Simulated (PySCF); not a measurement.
These are PBE-D3(BJ)/def2-TZVP // B3LYP-D3(BJ)/def2-TZVP (PySCF 2.14.0) values and carry that method's errors. Gas-phase values, no solvent. One relaxed conformer stands for a flexible species; it need not be the lowest. Excitations are Tamm–Dancoff values on a coarser integration grid. The basis has no diffuse functions, so Rydberg states are missing or too high.

Reference species (SMILES): `O=C` (neutral, multiplicity 1).

| Property | Value |
|---|---|
| S1 excitation (TDA) | 3.93 eV |
| S1–T1 gap (TDA) | 0.72 eV |

Changed species: `C[S@](=O)C=O` (O–S–C–O torsion 170°) (X = methylsulfinyl; the reference has X = H).

Predict the effect on the S1 excitation (TDA) and S1–T1 gap (TDA).

the S1 excitation (TDA) drops by 1.07 eV, to 2.86 eV; the S1–T1 gap (TDA) falls by 0.21 eV, to 0.51 eV.
